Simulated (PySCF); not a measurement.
Hydroxylamine, H3NO.
Structure used (GFN2-xTB), in Å, numbered top down from 1:
```
atom  x, y, z in Å
N1    -0.430    0.101   -0.490
O2     0.811   -0.186    0.163
H3    -0.717    1.016   -0.147
H4    -1.095   -0.582   -0.129
H5     1.440   -0.347   -0.553
```

Computed with PBE0/pcSseg-1 in PySCF (dipole) on a GFN2-xTB geometry, gas phase.

Masses are those of the commonest isotopes; rigid-rotor values at the optimised geometry. The values belong to one conformer with, in the numbering `[NH2:1][OH:2]`, H–N1–O2–H -123° and 123°.

What are A, B and C (GHz)?

Ia = 2.59, Ib = 19.74, Ic = 19.88 u·Å²; 505379 MHz·u·Å²/I gives 195214, 25596 and 25427 MHz, that is A = 195.21, B = 25.596, C = 25.427 GHz.

Classify the top.

A near-prolate asymmetric top; Ray's κ = -0.998.

What does the inertial defect say?

Not planar: Δ = Ic − Ia − Ib = -2.46 u·Å². For a rigid frame Δ = −2 Σ m c², so Σ m c² = 1.23 u·Å² lies off the ab plane: 1.02 from hydrogen and 0.20 from heavier atoms. The atom farthest from that plane is 0.82 Å away.

Give the other two planar moments, Paa and Pbb, and the rms extents of the mass along the axes.

Paa = Σ m a² = (Ib + Ic − Ia)/2 = 18.52 and Pbb = Σ m b² = (Ia + Ic − Ib)/2 = 1.36 u·Å². With the mass M = 33.02 u, the rms extents √(P/M) along a, b and c are 0.75, 0.20, 0.19 Å.

Where do the levels up to J = 3 lie, in MHz?

Above 0(0,0):
J = 1: 1(0,1) 51023, 1(1,1) 220641, 1(1,0) 220809
J = 2: 2(0,2) 153069, 2(1,2) 322519, 2(1,1) 323023, 2(2,1) 831877, 2(2,0) 831877
J = 3: 3(0,3) 306137, 3(1,3) 475335, 3(1,2) 476344, 3(2,2) 984946, 3(2,1) 984947, 3(3,1) 1833457, 3(3,0) 1833457
Those of J = 1 are B + C, A + C and A + B.

Which types of transition are allowed, and where do some lines up to J = 4 fall?

The dipole components are |μa| = 0.64 D, |μb| = 0.00 D, |μc| = 0.02 D; the mirror of this Cs structure is the ac plane, so μb vanishes by symmetry (the 0.01 D computed is a residue) and there are no b-type lines. Intensities carry the squares of the components, which stand as 1.00 : 0.00 (a : c). Some lines, for components of 0.1 D or more:

| type | branch | J(Ka,Kc) | MHz | lower level (cm⁻¹) |
| --- | --- | --- | --- | --- |
| a | Q | 2(1,1) ← 2(1,2) | 505 | 10.758 |
| a | Q | 3(1,2) ← 3(1,3) | 1009 | 15.855 |
| a | Q | 4(1,3) ← 4(1,4) | 1682 | 22.652 |
| a | R | 1(0,1) ← 0(0,0) | 51023 | 0.000 |
| a | R | 2(1,2) ← 1(1,1) | 101878 | 7.360 |
| a | R | 2(0,2) ← 1(0,1) | 102046 | 1.702 |
| a | R | 2(1,1) ← 1(1,0) | 102214 | 7.365 |
| a | R | 3(1,3) ← 2(1,2) | 152816 | 10.758 |
| a | R | 3(0,3) ← 2(0,2) | 153068 | 5.106 |
| a | R | 3(2,2) ← 2(2,1) | 153069 | 27.748 |
| a | R | 3(2,1) ← 2(2,0) | 153069 | 27.748 |
| a | R | 3(1,2) ← 2(1,1) | 153321 | 10.775 |
| a | R | 4(1,4) ← 3(1,3) | 203755 | 15.855 |
| a | R | 4(0,4) ← 3(0,3) | 204090 | 10.212 |
| a | R | 4(2,3) ← 3(2,2) | 204092 | 32.854 |
| a | R | 4(3,2) ← 3(3,1) | 204092 | 61.158 |
| a | R | 4(3,1) ← 3(3,0) | 204092 | 61.158 |
| a | R | 4(2,2) ← 3(2,1) | 204093 | 32.854 |
| a | R | 4(1,3) ← 3(1,2) | 204428 | 15.889 |

Estimate the classical rotational partition function at 100 K and 500 K.

Point group Cs, symmetry number σ = 1; q = (√π/σ)·√((kT/h)³/(ABC)), k/h = 20836.6 MHz/K: 473 at 100 K, 5290 at 500 K.

GFN2-xTB frequencies: not computed here. These are rigid-rotor constants of the computed structure; measured ground-state constants (B0) also hold zero-point vibration. A rigid rotor knows nothing of inversion at nitrogen, which can split or shift real lines. Quadrupole hyperfine structure (14N) is left out.
